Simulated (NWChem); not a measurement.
Correlation energy of nitric oxide (NO)

SMILES: [N]=O
```xyz
2

N      0.0000     0.0000     0.6093
O      0.0000     0.0000    -0.5331
```
Charge 0, spin multiplicity 2.

The numbers come from NWChem runs, not from measurements. Structure: optimised with UPBE0/def2-SVP, a minimum by its harmonic frequencies.

Basis set: 6-311G**. Each correlation energy counts from its own Hartree-Fock reference.

The correlated methods keep 2 core orbitals frozen. The Pople sets run with spherical d functions. The unpaired electrons of the parent sit in orbitals of symmetry b2 (C2v labels of the run); other states weren't searched. The stability of the SCF solutions was not checked. Open-shell Hartree-Fock references start from PBE0 orbitals. Coupled-cluster values serve here as a point of comparison, not as the truth.

Question: Order these methods by the correlation energy they give, lowest first: CCSD on UHF, CCSD[T] on UHF, CCSD on ROHF, CCSD(T) on UHF, SCS-UMP2, UMP2.

Answer: CCSD[T] on UHF (-360.0 mHa), CCSD(T) on UHF (-358.3 mHa), CCSD on ROHF (-350.8 mHa), CCSD on UHF (-344.5 mHa), UMP2 (-337.5 mHa), SCS-UMP2 (-325.2 mHa)
